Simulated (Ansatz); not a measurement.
A nudged elastic band was laid between two geometries of AlFH2 + H2 (6 atoms, charge 0, multiplicity 1).

Computed with RKS B3LYP-D4/6-31G* (Ansatz).

```json
{
 "movable images": "7",
 "climbing image": "yes",
 "spring": "5.0 eV/Å²",
 "optimiser": "quadratic models (default)",
 "start path": "through a guess of the saddle point",
 "force threshold": "0.03 eV/Å",
 "iteration limit": "60",
 "end points": "relaxed"
}
```

Image 0:

```xyz
6
Properties=species:S:1:pos:R:3
Al -0.007 0.449 -0.116
F 0.003 0.360 1.542
H 1.393 0.533 -0.845
H -1.417 0.455 -0.831
H 0.090 -2.784 1.283
H 0.073 -2.097 1.569
```

Image 8:

```xyz
6
Properties=species:S:1:pos:R:3
Al 0.016 -0.395 -0.196
F 0.019 -0.137 1.853
H 1.382 0.287 -0.634
H -1.390 0.209 -0.621
H 0.062 -1.966 0.211
H 0.046 -1.081 1.988
```

(1) Which bonds break or form, and what moves?

(2) What energy profile does the band end with?

(3) What is the geometry of the highest image?

(4) What are the harmonic wavenumbers there?

Answers

(1) Bonds broken: H5–H6. Bonds formed: Al1–H5, F2–H6. AlFH2 + H2 becomes AlFH4.

(2) The forces met the threshold. The highest image is number 7 of 0 to 8, 1.52 eV above the first end and 0.04 eV above the last; the last end lies 1.48 eV above the first. A vibrational analysis at the climbing image gives one clearly imaginary mode, 518i cm⁻¹: a first-order saddle point. The orbitals stay closed-shell, which can raise the energy where a bond breaks towards radicals; this wasn't checked here.

```
image  path coordinate (Å)  energy (eV)  H5–H6 (Å)  Al1–H5 (Å)  F2–H6 (Å)
    0                 0.00         0.00       0.74        3.52       2.46
    1                 0.37         0.00       0.74        3.24       2.53
    2                 0.74         0.00       0.74        2.95       2.64
    3                 1.11         0.00       0.75        2.61       2.60
    4                 1.48         0.05       0.75        2.34       2.18
    5                 1.85         0.31       0.76        2.07       1.77
    6                 2.22         1.08       0.92        1.82       1.37
    7                 2.59         1.52       1.31        1.69       1.04
    8                 3.12         1.48       1.98        1.62       0.95
```

(3) 
```xyz
6
Properties=species:S:1:pos:R:3:forces:R:3
Al 0.014 -0.288 -0.097 0.00 0.00 0.00
F 0.020 -0.161 1.862 0.00 -0.02 -0.01
H 1.402 0.241 -0.638 0.00 0.00 0.00
H -1.405 0.167 -0.626 0.00 0.00 0.00
H 0.059 -1.872 0.499 0.00 0.00 0.00
H 0.045 -1.171 1.601 0.00 0.02 0.01
```

(4) 518i, 441, 465, 609, 756, 832, 1054, 1144, 1626, 1963, 1975, 2410 cm⁻¹.

Time of the run: 84 s on 1 thread of Arm Neoverse V2 (shared host), peak memory 0.089 GiB.
